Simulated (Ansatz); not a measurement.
## Co (P6₃/mmc, No. 194, 2 atoms in the cell; start mp-1271142)

All values below come from PBEsol (PAW; Ansatz, a first-principles code).

Run with plane-wave cutoff 500 eV, 36×36×18 k mesh (along the axes of the cell as run), Fermi–Dirac smearing 0.1 eV, spin-polarised start, scalar-relativistic PAW data made under PBE.

Cell (relaxed at this level):

```
Co
1.0
    2.45621     0.00000     0.00000
   -1.22810     2.12714     0.00000
    0.00000     0.00000     3.97228
Co
2
Cartesian
  1.22810   0.70905   0.99307
  0.00000   1.41809   2.97921
```

```
Property          Value
--------  -------------
band gap  zero (no gap)
```

Note: the magnetic order was assumed, not searched for or taken from measurement; a magnet's gap depends somewhat on the PAW data; the relaxation could not lower the start's symmetry, so the cell can be a saddle point above a distorted one.

The computed numbers hold no vibrational or temperature effects.

A start named mp-… is a Materials Project structure, which need not be a measured phase.
